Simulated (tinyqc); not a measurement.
Inside a calculation. Method: UHF in the sto-6g basis, for H2O, spin multiplicity 3. This run ends on a higher stationary point, not on the lowest solution. One step of it, computed by the program tinyqc.

Problem. Iteration 2: diagonalisation and new density. Diagonalise F' = X^T F X, C = X C', fill 6 alpha and 4 beta electrons from the bottom; D(s) = C_occ C_occ^T. Each column has its largest component positive (the first on a tie).

extrapolated F(alpha) (hartree):
```
             1O 1s      1O 2s     1O 2px     1O 2py     1O 2pz      2H 1s      3H 1s
1O 1s   -22.547730  -5.226676   0.000000   0.000000  -0.012540  -1.032037  -1.032037
1O 2s    -5.226676  -3.138275   0.000000   0.000000  -0.124593  -1.033425  -1.033425
1O 2px    0.000000   0.000000  -1.183674   0.000000   0.000000   0.000000   0.000000
1O 2py    0.000000   0.000000   0.000000  -1.336725   0.000000  -0.360397   0.360397
1O 2pz   -0.012540  -0.124593   0.000000   0.000000  -1.249441  -0.384321  -0.384321
2H 1s    -1.032037  -1.033425   0.000000  -0.360397  -0.384321  -0.618773  -0.447049
3H 1s    -1.032037  -1.033425   0.000000   0.360397  -0.384321  -0.447049  -0.618773
```

extrapolated F(beta) (hartree):
```
             1O 1s      1O 2s     1O 2px     1O 2py     1O 2pz      2H 1s      3H 1s
1O 1s   -22.479875  -5.172475   0.000000   0.000000  -0.002091  -1.017356  -1.017356
1O 2s    -5.172475  -2.556383   0.000000   0.000000   0.101012  -0.813743  -0.813743
1O 2px    0.000000   0.000000  -1.033924   0.000000   0.000000   0.000000   0.000000
1O 2py    0.000000   0.000000   0.000000  -0.349823   0.000000  -0.195197   0.195197
1O 2pz   -0.002091   0.101012   0.000000   0.000000  -1.009612  -0.273084  -0.273084
2H 1s    -1.017356  -0.813743   0.000000  -0.195197  -0.273084  -0.371642  -0.328510
3H 1s    -1.017356  -0.813743   0.000000   0.195197  -0.273084  -0.328510  -0.371642
```

X:
```
                1          2          3         4          5          6         7
1O 1s   -0.311865   0.000000   0.744287  0.000000   0.625356   0.000000  0.148153
1O 2s    1.071278   0.000000  -0.330372  0.000000   0.341714   0.000000  0.409211
1O 2px   0.000000   0.000000   0.000000  1.000000   0.000000   0.000000  0.000000
1O 2py   0.000000  -0.826713   0.000000  0.000000   0.000000   0.730074  0.000000
1O 2pz   0.572524   0.000000   0.652793  0.000000  -0.601665   0.000000  0.222783
2H 1s   -0.676609   0.831080  -0.156884  0.000000  -0.128157   0.363119  0.384065
3H 1s   -0.676609  -0.831080  -0.156884  0.000000  -0.128157  -0.363119  0.384065
```

Give: F' = X^T F X; orbital energies; coefficients C; F' = X^T F X; orbital energies; coefficients C; D(alpha) after iteration 2; D(beta) after iteration 2.

Solution.

F' = X^T F X (alpha) (hartree):
```
         1        2         3        4         5        6        7
1  -1.1153   0.0000    2.1112   0.0000    1.8947   0.0000  -0.0382
2   0.0000  -0.1603    0.0000   0.0000    0.0000   0.4822   0.0000
3   2.1112   0.0000  -10.3809   0.0000   -9.5797   0.0000  -3.7917
4   0.0000   0.0000    0.0000  -1.1837    0.0000   0.0000   0.0000
5   1.8947   0.0000   -9.5797   0.0000  -11.4513   0.0000  -4.2569
6   0.0000   0.4822    0.0000   0.0000    0.0000  -1.1399   0.0000
7  -0.0382   0.0000   -3.7917   0.0000   -4.2569   0.0000  -3.0702
```

orbital energies (alpha) (hartree): MO1 -22.5478, MO2 -2.0615, MO3 -1.3375, MO4 -1.2316, MO5 -1.1837, MO6 -0.1768, MO7 0.0372

coefficients C (alpha):
```
           MO1      MO2      MO3      MO4     MO5      MO6      MO7
1O 1s   0.9999  -0.2405   0.0000   0.0381  0.0000   0.0724   0.0000
1O 2s   0.0005   1.0558   0.0000  -0.1794  0.0000  -0.6278   0.0000
1O 2px  0.0000   0.0000   0.0000   0.0000  1.0000   0.0000   0.0000
1O 2py  0.0000   0.0000   0.9890   0.0000  0.0000   0.0000  -0.4883
1O 2pz  0.0005   0.1745   0.0000   0.9723  0.0000  -0.4357   0.0000
2H 1s   0.0003  -0.0479   0.0210   0.0315  0.0000   0.8019   0.9067
3H 1s   0.0003  -0.0479  -0.0210   0.0315  0.0000   0.8019  -0.9067
```

F' = X^T F X (beta) (hartree):
```
         1       2         3        4         5        6        7
1  -0.5876  0.0000    2.1158   0.0000    1.9113   0.0000   0.2309
2   0.0000  0.2378    0.0000   0.0000    0.0000   0.0654   0.0000
3   2.1158  0.0000  -10.2803   0.0000   -9.6042   0.0000  -3.8401
4   0.0000  0.0000    0.0000  -1.0339    0.0000   0.0000   0.0000
5   1.9113  0.0000   -9.6042   0.0000  -11.3444   0.0000  -4.2752
6   0.0000  0.0654    0.0000   0.0000    0.0000  -0.4048   0.0000
7   0.2309  0.0000   -3.8401   0.0000   -4.2752   0.0000  -2.6236
```

orbital energies (beta) (hartree): MO1 -22.4799, MO2 -1.4671, MO3 -1.0339, MO4 -0.9952, MO5 -0.4114, MO6 0.1065, MO7 0.2444

coefficients C (beta):
```
            MO1      MO2     MO3      MO4      MO5      MO6      MO7
1O 1s    1.0004  -0.2305  0.0000  -0.0443   0.0000   0.0920   0.0000
1O 2s   -0.0018   1.0020  0.0000   0.1631   0.0000  -0.7145   0.0000
1O 2px   0.0000   0.0000  1.0000   0.0000   0.0000   0.0000   0.0000
1O 2py   0.0000   0.0000  0.0000   0.0000   0.8093   0.0000  -0.7493
1O 2pz  -0.0002  -0.2224  0.0000   0.9332   0.0000  -0.4952   0.0000
2H 1s    0.0007   0.0002  0.0000   0.0743   0.2780   0.8005   0.8633
3H 1s    0.0007   0.0002  0.0000   0.0743  -0.2780   0.8005  -0.8633
```

D(alpha) after iteration 2:
```
          1O 1s    1O 2s  1O 2px   1O 2py   1O 2pz    2H 1s    3H 1s
1O 1s    1.0642  -0.3057  0.0000   0.0000  -0.0359   0.0710   0.0710
1O 2s   -0.3057   1.5410  0.0000   0.0000   0.2832  -0.5596  -0.5596
1O 2px   0.0000   0.0000  1.0000   0.0000   0.0000   0.0000   0.0000
1O 2py   0.0000   0.0000  0.0000   0.9781   0.0000   0.0208  -0.0208
1O 2pz  -0.0359   0.2832  0.0000   0.0000   1.1656  -0.3271  -0.3271
2H 1s    0.0710  -0.5596  0.0000   0.0208  -0.3271   0.6468   0.6459
3H 1s    0.0710  -0.5596  0.0000  -0.0208  -0.3271   0.6459   0.6468
```

D(beta) after iteration 2:
```
          1O 1s    1O 2s  1O 2px  1O 2py   1O 2pz    2H 1s    3H 1s
1O 1s    1.0558  -0.2399  0.0000  0.0000   0.0096  -0.0026  -0.0026
1O 2s   -0.2399   1.0305  0.0000  0.0000  -0.0706   0.0123   0.0123
1O 2px   0.0000   0.0000  1.0000  0.0000   0.0000   0.0000   0.0000
1O 2py   0.0000   0.0000  0.0000  0.0000   0.0000   0.0000   0.0000
1O 2pz   0.0096  -0.0706  0.0000  0.0000   0.9203   0.0693   0.0693
2H 1s   -0.0026   0.0123  0.0000  0.0000   0.0693   0.0055   0.0055
3H 1s   -0.0026   0.0123  0.0000  0.0000   0.0693   0.0055   0.0055
```
